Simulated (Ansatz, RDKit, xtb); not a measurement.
# Isomers of C2H2F2O, a sample narrowed down, part 2 of 2

A sample of isomers of C2H2F2O is drawn. Aim: find which of them has the lowest free energy at 298.15 K, then its properties. The sample is small against all isomers, and the most stable one of this formula need not be in it.

xtb, Ansatz and PySCF; isolated molecules.

## 7. Are they minima? Harmonic frequencies

The lowest few in one piece go on as finalists. Harmonic vibrations at B3LYP-D3(BJ)/def2-SVP test each finalist and give the zero-point energy and the thermal terms. The first, c192a:

The input, input.yaml:

```yaml
basis:
  gaussian: {orbitals: def2-SVP}
crystal:
  periodic: [false, false, false]
  atoms:
    - symbol: C
      position_ang: [-1.828729, -1.450807, 2.365176]
    - symbol: C
      position_ang: [-1.306307, -0.220685, 2.932808]
    - symbol: F
      position_ang: [-2.999985, -1.495339, 1.722354]
    - symbol: F
      position_ang: [-1.603585, -2.643534, 2.925292]
    - symbol: O
      position_ang: [-0.795222, -0.875652, 1.714406]
    - symbol: H
      position_ang: [-0.626982, -0.264711, 3.791314]
    - symbol: H
      position_ang: [-1.830527, 0.724761, 2.754541]
total_charge: 0
hamiltonian: {xc: {name: B3LYP}, dispersion: d3bj}
scf: {lower_state_search: off}
phonons: {}
```

Launch:

```console
$ ansatz run input.yaml --threads 2 --pin off --max-ram 5220MiB --events-out events.jsonl --progress --plain --runs-dir runs
```

What it wrote:

```text
Warning: RAYON_NUM_THREADS=2 ignored (pool sized by the plan → 2); use --threads N
Functional definition: B3LYP
  name "B3LYP"
  parameter a0 = 0.2
  parameter ax = 0.72
  parameter ac = 0.81
  exchange = (1 - a0 - ax)*slater_x + ax*b88_x + a0*exact_x
  correlation = (1 - ac)*vwn_rpa_c + ac*lyp_c
these checks for a lower state are left out or cut short: stability, starts, cluster_reference, orbital_swaps, neighbouring_geometries, increment
863 factors; integrals over basis functions are off by at most 2.9e-4 eV
mean field evaluation 1: about -9575.2134 eV, gradient 4.4e1 eV
mean field evaluation 2: about -9572.6631 eV, gradient 5.9e1 eV
mean field evaluation 4: about -9578.5645 eV, gradient 2.5e0 eV
mean field evaluation 8: about -9578.6087 eV, gradient 7.8e-2 eV
mean field evaluation 16: about -9578.6087 eV, gradient 1.2e-6 eV
mean field -9578.60874235 eV, -352.0073786673 hartree, gradient 1.1e-6 eV, S^2 0.000000; 0 other end points of the search recorded, 0 dependent functions left out
[... 4 lines left out ...]
mean field -9578.60856434 eV, -352.0073721253 hartree, gradient 1.3e-6 eV, S^2 0.000000; 0 other end points of the search recorded, 0 dependent functions left out
[... 4 lines left out ...]
mean field -9578.60856661 eV, -352.0073722088 hartree, gradient 1.5e-6 eV, S^2 0.000000; 0 other end points of the search recorded, 0 dependent functions left out
[... 5 lines left out ...]
mean field -9578.60852731 eV, -352.0073707648 hartree, gradient 2.7e-6 eV, S^2 0.000000; 0 other end points of the search recorded, 0 dependent functions left out
[... 4 lines left out ...]
mean field -9578.60853322 eV, -352.0073709819 hartree, gradient 2.3e-6 eV, S^2 0.000000; 0 other end points of the search recorded, 0 dependent functions left out
[... 4 lines left out ...]
mean field -9578.60860319 eV, -352.0073735530 hartree, gradient 1.9e-6 eV, S^2 0.000000; 0 other end points of the search recorded, 0 dependent functions left out
[... 4 lines left out ...]
mean field -9578.60860822 eV, -352.0073737379 hartree, gradient 2.2e-6 eV, S^2 0.000000; 0 other end points of the search recorded, 0 dependent functions left out
[... 4 lines left out ...]
mean field -9578.60862087 eV, -352.0073742030 hartree, gradient 1.0e-6 eV, S^2 0.000000; 0 other end points of the search recorded, 0 dependent functions left out
[... 5 lines left out ...]
mean field -9578.60861209 eV, -352.0073738802 hartree, gradient 1.0e-6 eV, S^2 0.000000; 0 other end points of the search recorded, 0 dependent functions left out
[... 4 lines left out ...]
mean field -9578.60855262 eV, -352.0073716947 hartree, gradient 1.4e-6 eV, S^2 0.000000; 0 other end points of the search recorded, 0 dependent functions left out
[... 4 lines left out ...]
mean field -9578.60854137 eV, -352.0073712812 hartree, gradient 1.7e-6 eV, S^2 0.000000; 0 other end points of the search recorded, 0 dependent functions left out
[... 4 lines left out ...]
mean field -9578.60859888 eV, -352.0073733946 hartree, gradient 1.6e-6 eV, S^2 0.000000; 0 other end points of the search recorded, 0 dependent functions left out
[... 4 lines left out ...]
mean field -9578.60859928 eV, -352.0073734093 hartree, gradient 1.5e-6 eV, S^2 0.000000; 0 other end points of the search recorded, 0 dependent functions left out
[... 4 lines left out ...]
mean field -9578.60862512 eV, -352.0073743591 hartree, gradient 1.8e-6 eV, S^2 0.000000; 0 other end points of the search recorded, 0 dependent functions left out
[... 5 lines left out ...]
mean field -9578.60865770 eV, -352.0073755565 hartree, gradient 1.9e-6 eV, S^2 0.000000; 0 other end points of the search recorded, 0 dependent functions left out
[... 4 lines left out ...]
mean field -9578.60870873 eV, -352.0073774317 hartree, gradient 1.8e-6 eV, S^2 0.000000; 0 other end points of the search recorded, 0 dependent functions left out
[... 4 lines left out ...]
mean field -9578.60872869 eV, -352.0073781651 hartree, gradient 1.7e-6 eV, S^2 0.000000; 0 other end points of the search recorded, 0 dependent functions left out
[... 4 lines left out ...]
mean field -9578.60869135 eV, -352.0073767929 hartree, gradient 1.1e-6 eV, S^2 0.000000; 0 other end points of the search recorded, 0 dependent functions left out
[... 4 lines left out ...]
mean field -9578.60871105 eV, -352.0073775169 hartree, gradient 7.8e-7 eV, S^2 0.000000; 0 other end points of the search recorded, 0 dependent functions left out
[... 5 lines left out ...]
mean field -9578.60871352 eV, -352.0073776076 hartree, gradient 2.6e-6 eV, S^2 0.000000; 0 other end points of the search recorded, 0 dependent functions left out
[... 4 lines left out ...]
mean field -9578.60871779 eV, -352.0073777646 hartree, gradient 1.7e-6 eV, S^2 0.000000; 0 other end points of the search recorded, 0 dependent functions left out
[... 4 lines left out ...]
mean field -9578.60861635 eV, -352.0073740367 hartree, gradient 1.9e-6 eV, S^2 0.000000; 0 other end points of the search recorded, 0 dependent functions left out
[... 4 lines left out ...]
mean field -9578.60865961 eV, -352.0073756265 hartree, gradient 1.6e-6 eV, S^2 0.000000; 0 other end points of the search recorded, 0 dependent functions left out
[... 4 lines left out ...]
mean field -9578.60870965 eV, -352.0073774655 hartree, gradient 1.2e-6 eV, S^2 0.000000; 0 other end points of the search recorded, 0 dependent functions left out
[... 5 lines left out ...]
mean field -9578.60870571 eV, -352.0073773208 hartree, gradient 2.6e-6 eV, S^2 0.000000; 0 other end points of the search recorded, 0 dependent functions left out
[... 4 lines left out ...]
mean field -9578.60865783 eV, -352.0073755610 hartree, gradient 1.9e-6 eV, S^2 0.000000; 0 other end points of the search recorded, 0 dependent functions left out
[... 4 lines left out ...]
mean field -9578.60864538 eV, -352.0073751036 hartree, gradient 1.5e-6 eV, S^2 0.000000; 0 other end points of the search recorded, 0 dependent functions left out
[... 4 lines left out ...]
mean field -9578.60869097 eV, -352.0073767790 hartree, gradient 9.1e-7 eV, S^2 0.000000; 0 other end points of the search recorded, 0 dependent functions left out
[... 4 lines left out ...]
mean field -9578.60868929 eV, -352.0073767171 hartree, gradient 8.2e-7 eV, S^2 0.000000; 0 other end points of the search recorded, 0 dependent functions left out
[... 4 lines left out ...]
mean field -9578.60864821 eV, -352.0073752075 hartree, gradient 1.6e-6 eV, S^2 0.000000; 0 other end points of the search recorded, 0 dependent functions left out
[... 5 lines left out ...]
mean field -9578.60866046 eV, -352.0073756577 hartree, gradient 1.3e-6 eV, S^2 0.000000; 0 other end points of the search recorded, 0 dependent functions left out
[... 4 lines left out ...]
mean field -9578.60870128 eV, -352.0073771580 hartree, gradient 2.5e-6 eV, S^2 0.000000; 0 other end points of the search recorded, 0 dependent functions left out
[... 4 lines left out ...]
mean field -9578.60868427 eV, -352.0073765327 hartree, gradient 1.2e-6 eV, S^2 0.000000; 0 other end points of the search recorded, 0 dependent functions left out
[... 4 lines left out ...]
mean field -9578.60873779 eV, -352.0073784995 hartree, gradient 1.4e-6 eV, S^2 0.000000; 0 other end points of the search recorded, 0 dependent functions left out
[... 4 lines left out ...]
mean field -9578.60871708 eV, -352.0073777386 hartree, gradient 1.1e-6 eV, S^2 0.000000; 0 other end points of the search recorded, 0 dependent functions left out
[... 5 lines left out ...]
mean field -9578.60868454 eV, -352.0073765426 hartree, gradient 1.2e-6 eV, S^2 0.000000; 0 other end points of the search recorded, 0 dependent functions left out
[... 4 lines left out ...]
mean field -9578.60866066 eV, -352.0073756652 hartree, gradient 1.5e-6 eV, S^2 0.000000; 0 other end points of the search recorded, 0 dependent functions left out
[... 4 lines left out ...]
mean field -9578.60870978 eV, -352.0073774703 hartree, gradient 2.2e-6 eV, S^2 0.000000; 0 other end points of the search recorded, 0 dependent functions left out
[... 4 lines left out ...]
mean field -9578.60870890 eV, -352.0073774380 hartree, gradient 2.6e-6 eV, S^2 0.000000; 0 other end points of the search recorded, 0 dependent functions left out
[... 4 lines left out ...]
mean field -9578.60867742 eV, -352.0073762809 hartree, gradient 1.2e-6 eV, S^2 0.000000; 0 other end points of the search recorded, 0 dependent functions left out
[... 5 lines left out ...]
mean field -9578.60864196 eV, -352.0073749777 hartree, gradient 1.6e-6 eV, S^2 0.000000; 0 other end points of the search recorded, 0 dependent functions left out
[... 4 lines left out ...]
mean field -9578.60872854 eV, -352.0073781596 hartree, gradient 1.6e-6 eV, S^2 0.000000; 0 other end points of the search recorded, 0 dependent functions left out
[... 4 lines left out ...]
mean field -9578.60871902 eV, -352.0073778100 hartree, gradient 1.4e-6 eV, S^2 0.000000; 0 other end points of the search recorded, 0 dependent functions left out
[... 2 lines left out ...]
Total energy: -9578.76314074 eV, -352.0130527035 hartree
Atom 0 at    -1.828729    -1.450807     2.365176 Å, force     0.000222     0.000854     0.000093 eV/Å
Atom 1 at    -1.306307    -0.220685     2.932808 Å, force    -0.000369    -0.001688    -0.001305 eV/Å
Atom 2 at    -2.999985    -1.495339     1.722354 Å, force     0.000538    -0.000050     0.000263 eV/Å
Atom 3 at    -1.603585    -2.643534     2.925292 Å, force     0.000032     0.000409    -0.000186 eV/Å
Atom 4 at    -0.795222    -0.875652     1.714406 Å, force    -0.000394    -0.000523     0.000041 eV/Å
Atom 5 at    -0.626982    -0.264711     3.791314 Å, force     0.000061     0.000337     0.000633 eV/Å
Atom 6 at    -1.830527     0.724761     2.754541 Å, force    -0.000091     0.000661     0.000460 eV/Å
Dipole moment:    -0.003270     0.344608     0.332733 e Å
Vibrations: 351.56 485.05 501.59 578.96 750.60 906.13 928.85 1078.45 1091.86 1201.52 1289.42 1422.39 1563.07 3107.16 3218.80 cm⁻¹, zero-point energy 1.145329 eV
Checks for a lower state left out: stability, starts, cluster_reference, orbital_swaps, neighbouring_geometries, increment
```

Wall time 23 s (2 threads of Intel Xeon 6975P-C (Granite Rapids), shared host); peak memory 0.14 GiB.

## 8. Zero-point energy and free-energy terms

At 298.15 K and 1 atm, ideal gas, rigid rotor and harmonic oscillator:

| label | SMILES | spin | point group | lowest mode (cm⁻¹) | zero-point (kcal/mol) | G − E (kcal/mol) |
| --- | --- | --- | --- | --- | --- | --- |
| c192a | FC1(F)CO1 | singlet | Cs | 352 | 26.4 | 9.4 |
| c685a | F[C@@H]1O[C@H]1F | singlet | C2 | 316 | 26.6 | 9.5 |
| c528a | F[C@@H]1O[C@@H]1F | singlet | Cs | 230 | 26.7 | 9.6 |

Chiral structures get −RT ln 2 for their mirror image.

## 9. The final energy

Single points at CCSD(T)/def2-SVP + MP2/def2-TZVPP - MP2/def2-SVP on the refined geometries decide the order.

c192a, CCSD(T)/def2-SVP:

Edit input.yaml of step 7 so:

```diff
@@ -1,3 +1 @@
-basis:
-  gaussian: {orbitals: def2-SVP}
 crystal:
@@ -19,5 +17,4 @@
       position_ang: [-1.830527, 0.724761, 2.754541]
-total_charge: 0
-hamiltonian: {xc: {name: B3LYP}, dispersion: d3bj}
-scf: {lower_state_search: off}
-phonons: {}
+basis:
+  gaussian: {orbitals: def2-SVP}
+correlation: {method: ccsd_t, frozen_orbitals: {C: 1, O: 1, F: 1, H: 0}}
```

Launch:

```console
$ ansatz run input.yaml --threads 2 --pin off --max-ram 5220MiB --events-out events.jsonl --progress --plain --runs-dir runs
```

What it wrote:

```text
Warning: RAYON_NUM_THREADS=2 ignored (pool sized by the plan → 2); use --threads N
Functional definition: HF
  name "HF"
  exchange = exact_x
  correlation = 0
783 factors; integrals over basis functions are off by at most 1.1e-3 eV
mean field evaluation 1: about -9529.1956 eV, gradient 4.0e1 eV
mean field evaluation 2: about -9529.3114 eV, gradient 4.0e1 eV
mean field evaluation 4: about -9532.4298 eV, gradient 3.4e0 eV
mean field evaluation 8: about -9532.4715 eV, gradient 9.3e-2 eV
mean field evaluation 16: about -9531.4456 eV, gradient 2.3e1 eV
mean field -9532.47155614 eV, -350.3118683467 hartree, gradient 7.9e-7 eV, S^2 0.000000; 0 other end points of the search recorded, 0 dependent functions left out
5 core orbitals not correlated: weight in the atoms' cores, before any rotation towards them, 1.000 or more for the frozen orbitals, at most 0.000 for the correlated occupied ones
reference -9532.47155614 eV, -350.3118683467 hartree; 15, 15 occupied and 60, 60 virtual orbitals, 783 factors
second order -22.09971137 eV of doubles, -0.00000000 eV of singles
cycle   1  -22.05073437 eV  change    4.9e-2 eV  update   1.0e-1
cycle   2  -22.54932787 eV  change   -5.0e-1 eV  update   2.8e-2
cycle   3  -22.67557485 eV  change   -1.3e-1 eV  update   1.4e-2
cycle   4  -22.66693292 eV  change    8.6e-3 eV  update   2.7e-3
cycle   5  -22.66686453 eV  change    6.8e-5 eV  update   1.2e-3
cycle   6  -22.66744294 eV  change   -5.8e-4 eV  update   3.2e-4
cycle   7  -22.66718716 eV  change    2.6e-4 eV  update   1.2e-4
cycle   8  -22.66710361 eV  change    8.4e-5 eV  update   3.7e-5
cycle   9  -22.66711641 eV  change   -1.3e-5 eV  update   1.2e-5
perturbative correction -0.56893424 eV, -0.0209079477 hartree
Total energy: -9555.70760679 eV, -351.1657774583 hartree
```

Run time: 2.1 s. Hardware: 2 threads of Intel Xeon 6975P-C (Granite Rapids), shared host; peak memory 0.27 GiB.

## 10. c192a at MP2/def2-TZVPP

The input, input.yaml:

```yaml
crystal:
  periodic: [false, false, false]
  atoms:
    - {symbol: C, position_ang: [-1.828729, -1.450807, 2.365176]}
    - {symbol: C, position_ang: [-1.306307, -0.220685, 2.932808]}
    - {symbol: F, position_ang: [-2.999985, -1.495339, 1.722354]}
    - {symbol: F, position_ang: [-1.603585, -2.643534, 2.925292]}
    - {symbol: O, position_ang: [-0.795222, -0.875652, 1.714406]}
    - {symbol: H, position_ang: [-0.626982, -0.264711, 3.791314]}
    - {symbol: H, position_ang: [-1.830527, 0.724761, 2.754541]}
basis:
  gaussian: {orbitals: def2-TZVPP}
correlation: {method: mp2, frozen_orbitals: {C: 1, O: 1, F: 1, H: 0}}
```

Launch:

```console
$ ansatz run input.yaml --threads 2 --pin off --max-ram 5220MiB --events-out events.jsonl --progress --plain --runs-dir runs
```

What it wrote:

```text
Warning: RAYON_NUM_THREADS=2 ignored (pool sized by the plan → 2); use --threads N
[... 4 set-up lines as earlier in the session ...]
1178 factors; integrals over basis functions are off by at most 7.9e-4 eV
mean field evaluation 1: about -9540.7828 eV, gradient 4.1e1 eV
mean field evaluation 2: about -9541.0331 eV, gradient 4.1e1 eV
mean field evaluation 4: about -9544.1589 eV, gradient 3.8e0 eV
mean field evaluation 8: about -9544.2081 eV, gradient 3.8e-1 eV
mean field -9544.20851705 eV, -350.7431937047 hartree, gradient 2.4e-6 eV, S^2 0.000000; 0 other end points of the search recorded, 0 dependent functions left out
5 core orbitals not correlated: weight in the atoms' cores, before any rotation towards them, 1.000 or more for the frozen orbitals, at most 0.000 for the correlated occupied ones
reference -9544.20851705 eV, -350.7431937047 hartree; 15, 15 occupied and 163, 163 virtual orbitals, 1178 factors
second order -28.51756676 eV of doubles, -0.00000000 eV of singles
Total energy: -9572.72608381 eV, -351.7911949533 hartree
```

Wall time 1.6 s (2 threads of Intel Xeon 6975P-C (Granite Rapids), shared host); peak memory 0.37 GiB.

## 11. c685a at CCSD(T)/def2-SVP

The input, input.yaml:

```yaml
crystal:
  periodic: [false, false, false]
  atoms:
    - {symbol: C, position_ang: [-2.216213, -1.188112, 2.822661]}
    - {symbol: C, position_ang: [-0.941299, -0.605348, 2.426578]}
    - {symbol: F, position_ang: [-2.262368, -2.114123, 3.800113]}
    - {symbol: F, position_ang: [-0.899206, 0.630629, 1.892131]}
    - {symbol: O, position_ang: [-1.569789, -1.582392, 1.644640]}
    - {symbol: H, position_ang: [-3.170650, -0.657541, 2.711512]}
    - {symbol: H, position_ang: [0.009860, -0.883404, 2.898585]}
basis:
  gaussian:
    orbitals: def2-SVP
correlation:
  method: ccsd_t
  frozen_orbitals: {C: 1, O: 1, F: 1, H: 0}
```

Launch:

```console
$ ansatz run input.yaml --threads 2 --pin off --max-ram 5220MiB --events-out events.jsonl --progress --plain --runs-dir runs
```

What it wrote:

```text
Warning: RAYON_NUM_THREADS=2 ignored (pool sized by the plan → 2); use --threads N
[... 4 set-up lines as earlier in the session ...]
779 factors; integrals over basis functions are off by at most 1.1e-3 eV
mean field evaluation 1: about -9529.3813 eV, gradient 3.7e1 eV
mean field evaluation 2: about -9529.5010 eV, gradient 3.7e1 eV
mean field evaluation 4: about -9532.2263 eV, gradient 3.6e0 eV
mean field evaluation 8: about -9532.2714 eV, gradient 3.7e-1 eV
mean field evaluation 16: about -9529.3810 eV, gradient 3.7e1 eV
mean field -9532.27192465 eV, -350.3045320249 hartree, gradient 1.3e-6 eV, S^2 0.000000; 0 other end points of the search recorded, 0 dependent functions left out
5 core orbitals not correlated: weight in the atoms' cores, before any rotation towards them, 1.000 or more for the frozen orbitals, at most 0.000 for the correlated occupied ones
reference -9532.27192465 eV, -350.3045320249 hartree; 15, 15 occupied and 60, 60 virtual orbitals, 779 factors
second order -22.08773072 eV of doubles, -0.00000000 eV of singles
cycle   1  -22.04050025 eV  change    4.7e-2 eV  update   1.0e-1
cycle   2  -22.54455190 eV  change   -5.0e-1 eV  update   2.9e-2
cycle   3  -22.67659601 eV  change   -1.3e-1 eV  update   1.5e-2
cycle   4  -22.66786221 eV  change    8.7e-3 eV  update   3.1e-3
cycle   5  -22.66713834 eV  change    7.2e-4 eV  update   1.5e-3
cycle   6  -22.66796455 eV  change   -8.3e-4 eV  update   4.4e-4
cycle   7  -22.66763527 eV  change    3.3e-4 eV  update   1.5e-4
cycle   8  -22.66752939 eV  change    1.1e-4 eV  update   4.5e-5
cycle   9  -22.66755384 eV  change   -2.4e-5 eV  update   1.3e-5
perturbative correction -0.56659022 eV, -0.0208218064 hartree
Total energy: -9555.50606870 eV, -351.1583710702 hartree
```

Run time: 2 s. Hardware: 2 threads of Intel Xeon 6975P-C (Granite Rapids), shared host; peak memory 0.27 GiB.

## 12. The ranking

Energies in kcal/mol from c192a; G adds the thermal terms to the CCSD(T)/def2-SVP + MP2/def2-TZVPP - MP2/def2-SVP energy. The columns left of the relaxed level are at the tight-binding geometries.

| label | SMILES | spin | GFN2-xTB | HF/STO-3G | r2SCAN-D4/def2-SVP | B3LYP-D3(BJ)/def2-SVP | HF/def2-SVP | MP2/def2-SVP | CCSD(T)/def2-SVP + MP2/def2-TZVPP - MP2/def2-SVP | G | share at equilibrium | T1 |
| --- | --- | --- | --- | --- | --- | --- | --- | --- | --- | --- | --- | --- |
| c192a | FC1(F)CO1 | singlet | 0.0 | 0.0 | 0.0 | 0.0 | 0.0 | 0.0 | 0.0 | 0.0 | 99.5 % | 0.012 |
| c685a | F[C@@H]1O[C@H]1F | singlet | 2.8 | 4.8 | 3.9 | 3.8 | 4.6 | 4.9 | 3.1 | 3.2 | 0.5 % | 0.013 |
| c528a | F[C@@H]1O[C@@H]1F | singlet | 6.1 | 5.6 | 5.5 | 5.6 | 6.8 | 6.8 | 4.9 | 5.0 | < 0.1 % | 0.013 |

Lowest found: c192a, `FC1(F)CO1`, a singlet of point group Cs. Bond lengths: C1–C2 1.452 Å, C1–F3 1.337 Å, C1–F4 1.337 Å, C1–O5 1.350 Å, C2–O5 1.475 Å, C2–H6 1.096 Å, C2–H7 1.096 Å. Some angles: C1–C2–O5 54.9°, C2–C1–F3 122.1°, C2–C1–F4 122.1°, C2–C1–O5 63.4°, F3–C1–F4 108.6°, F3–C1–O5 116.9°, F4–C1–O5 116.9°, C1–O5–C2 61.7°, C1–C2–H6 119.7°, C1–C2–H7 119.7°.

```xyz
7

C    -1.8287   -1.4508    2.3652
C    -1.3063   -0.2207    2.9328
F    -3.0000   -1.4953    1.7224
F    -1.6036   -2.6435    2.9253
O    -0.7952   -0.8757    1.7144
H    -0.6270   -0.2647    3.7913
H    -1.8305    0.7248    2.7545
```

## 13. What came out

This closing draws on all 2 parts.

| quantity | value |
| --- | --- |
| lowest structure found | FC1(F)CO1, singlet, Cs |
| next finalist | F[C@@H]1O[C@H]1F, singlet, 3.2 kcal/mol higher in G |
| share at equilibrium, among the finalists | 99.5 % |
| funnel | 3 starts, 3 minima at GFN2-xTB, 5 screening runs, 3 relaxed, 3 ranked |
| CPU time of all runs | 3 min |
| harmonic wavenumbers, lowest and highest (B3LYP-D3(BJ)/def2-SVP) | 352 and 3219 cm⁻¹ |
| rotational constants, same geometry | 0.263, 0.1986, 0.148 cm⁻¹ |

**Reading.** The lowest structure found is `FC1(F)CO1`. Among the finalists first place is clear (3.2 kcal/mol); structures outside the list aren't covered. GFN2-xTB, HF/STO-3G, r2SCAN-D4/def2-SVP, B3LYP-D3(BJ)/def2-SVP, HF/def2-SVP and MP2/def2-SVP already put its bonding pattern lowest among the structures in one piece. The largest share of the time went into the vibrations (72 %). Lowest found is not proven lowest: the search is finite, and each finalist counts with one conformer. Only 3 drawn patterns were tried, so whole families of isomers are missing, and the result ranks this sample alone.
